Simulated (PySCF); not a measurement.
Species: formimide, C₂H₃NO₂.
Numbering: `[O:1]=[CH:2][NH:3][CH:4]=[O:5]` (hydrogens: H6 on C2; H7 on N3; H8 on C4)

The same species was optimised twice, with GFN2-xTB and with PBE0-D3(BJ)/def2-SVP (PySCF), and the same property calculations (PySCF, gas phase) were run on both structures.

| coordinate | GFN2-xTB | PBE0-D3(BJ)/def2-SVP | change |
| --- | --- | --- | --- |
| C4–H8 (Å) | 1.107 | 1.118 | +0.011 |
| C2–H6 (Å) | 1.107 | 1.118 | +0.011 |
| O1=C2 (Å) | 1.189 | 1.195 | +0.006 |
| C4=O5 (Å) | 1.189 | 1.195 | +0.006 |
| N3–C4 (Å) | 1.386 | 1.391 | +0.005 |
| C2–N3 (Å) | 1.386 | 1.391 | +0.005 |
| N3–H7 (Å) | 1.010 | 1.014 | +0.004 |
| C2–N3–C4 (°) | 125.8 | 127.6 | +1.8 |
| C4–N3–H7 (°) | 117.1 | 116.2 | -0.9 |
| C2–N3–H7 (°) | 117.1 | 116.2 | -0.9 |
| N3–C4–H8 (°) | 110.0 | 110.4 | +0.4 |
| N3–C2–H6 (°) | 110.0 | 110.4 | +0.4 |
| O1–C2–H6 (°) | 123.6 | 123.3 | -0.3 |
| O5–C4–H8 (°) | 123.6 | 123.3 | -0.3 |
| N3–C4–O5 (°) | 126.5 | 126.3 | -0.2 |
| O1–C2–N3–C4 (°) | 0 | -1 | -1 |
| C2–N3–C4–O5 (°) | 0 | 1 | +1 |

Rotational constants: A = 11339, B = 4587, C = 3266 MHz (GFN2-xTB) against A = 11426, B = 4434, C = 3194 MHz (PBE0-D3(BJ)/def2-SVP). Point groups within 0.08 Å: C2v and C2v.

On the GFN2-xTB structure: HOMO (eV) -7.59 [PBE0/pcSseg-1]; LUMO (eV) -1.12 [PBE0/pcSseg-1]; dipole (D) 5.69 [PBE0/pcSseg-1]; GIAO shielding of O1/O5 (mean) (ppm) -179.4 [PBE0/pcSseg-1]; GIAO shielding of C2/C4 (mean) (ppm) 29.6 [PBE0/pcSseg-1]; GIAO shielding of N3 (ppm) 69.2 [PBE0/pcSseg-1].

**Question.** What do these properties become on the PBE0-D3(BJ)/def2-SVP structure?

**Answer.** 
```
                                    property          level  on GFN2-xTB  on PBE0-D3(BJ)/def2-SVP  change
                                   HOMO (eV)  PBE0/pcSseg-1        -7.59                    -7.66   -0.07
                                   LUMO (eV)  PBE0/pcSseg-1        -1.12                    -1.20   -0.08
                                  dipole (D)  PBE0/pcSseg-1         5.69                     5.71   +0.02
energy, GFN2-xTB geometry as zero (kcal/mol)  PBE0/pcSseg-1          0.0                     -0.2    -0.2
        GIAO shielding of O1/O5 (mean) (ppm)  PBE0/pcSseg-1       -179.4                   -186.3    -6.9
        GIAO shielding of C2/C4 (mean) (ppm)  PBE0/pcSseg-1         29.6                     28.3    -1.3
                  GIAO shielding of N3 (ppm)  PBE0/pcSseg-1         69.2                     68.4    -0.8
```

The heavy atoms differ by 0.022 Å rms after alignment. Among all bonds C2–H6 and C4–H8 change most and about equally (+0.011 Å). Changes are differences of the printed values. Neither structure is proved a minimum here.

The values belong to the conformer `[O:1]=[CH:2][NH:3][CH:4]=[O:5]`: O1–C2–N3–C4 -1°, C2–N3–C4–O5 1°.
